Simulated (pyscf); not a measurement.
**Substitution at O: HO–OH (SMILES OO) + •H₂C–CH₃ (SMILES [CH2]C) → H₃C–CH₂–OH (SMILES CCO) + OH• (SMILES [OH])**

Gas phase, doublet surface, charge 0. Bonds broken: O1–O2. Bonds formed: O1–C4. Single points on ωB97X-D3(BJ)/def2-SVP structures (PySCF, gas phase).

Transition state (Å):

```xyz
11

O      0.4874     0.2762     0.9241
O      1.9291     1.0091     0.9511
H      1.7246     1.6121     1.6811
C     -1.4520    -0.3742     0.8021
C     -1.6203    -0.6339    -0.6584
H      0.8554    -0.6186     0.8899
H     -1.9004     0.5315     1.2195
H     -1.4193    -1.2267     1.4910
H     -1.3519     0.2569    -1.2469
H     -0.9936    -1.4727    -1.0013
H     -2.6696    -0.8910    -0.9026
```

One imaginary mode, 916i cm⁻¹; descent along it reached the two sides named, in the forms told below.

| bond | change | reactant side (Å) | saddle | product side |
|---|---|---|---|---|
| O1–O2 | breaks | 1.418 | 1.617 | 2.8 |
| O1–C4 | forms | 3.0 | 2.049 | 1.424 |

Electronic energies relative to the separated reactants (kcal/mol):

```json
[
 {"level": "ωB97X-D3(BJ)/def2-TZVP", "barrier": "11.2", "reaction energy": "-45.1", "reverse barrier": "56.3"},
 {"level": "PBE/def2-TZVP", "barrier": "1.1", "reaction energy": "-37.3", "reverse barrier": "38.4"},
 {"level": "r²SCAN/def2-TZVP", "barrier": "2.9", "reaction energy": "-41.3", "reverse barrier": "44.3"},
 {"level": "B3LYP-D3(BJ)/def2-TZVP", "barrier": "5.0", "reaction energy": "-43.3", "reverse barrier": "48.2"},
 {"level": "PBE0-D3(BJ)/def2-TZVP", "barrier": "7.9", "reaction energy": "-44.0", "reverse barrier": "51.9"},
 {"level": "M06-2X/def2-TZVP", "barrier": "12.3", "reaction energy": "-46.0", "reverse barrier": "58.4"},
 {"level": "ωB97M-D3(BJ)/def2-TZVP", "barrier": "10.6", "reaction energy": "-44.9", "reverse barrier": "55.5"},
 {"level": "HF/def2-TZVP", "barrier": "16.5", "reaction energy": "-60.6", "reverse barrier": "77.1"}
]
```

With ωB97M-D3(BJ)/def2-TZVP energies and thermal terms (ideal gas, 1 atm, RRHO with modes under 100 cm⁻¹ raised to 100, one conformer, R ln 2 for rigid chiral ones), in kcal/mol:

```tsv
T (K)	ΔH‡	ΔG‡	ΔH	ΔG
298	11.0	21.5	-43.5	-40.9
600	11.6	31.9	-43.7	-38.1
900	12.3	42.0	-43.6	-35.4
1200	12.9	51.8	-43.4	-32.6
```

On the product side the descent ends in a complex, 7.3 kcal/mol under the separated species and 63.6 kcal/mol under the saddle at ωB97X-D3(BJ)/def2-TZVP. The same reactants have a lower exit, to •O–OH + H₃C–CH₃ (barrier +5.0 kcal/mol at ωB97M-D3(BJ), against +10.6 kcal/mol here). This is the saddle that the search found; another between the same sides may lie lower. The angle at the attacked O is 171°. Left out: orbital degeneracy and the spin-orbit lowering of OH.
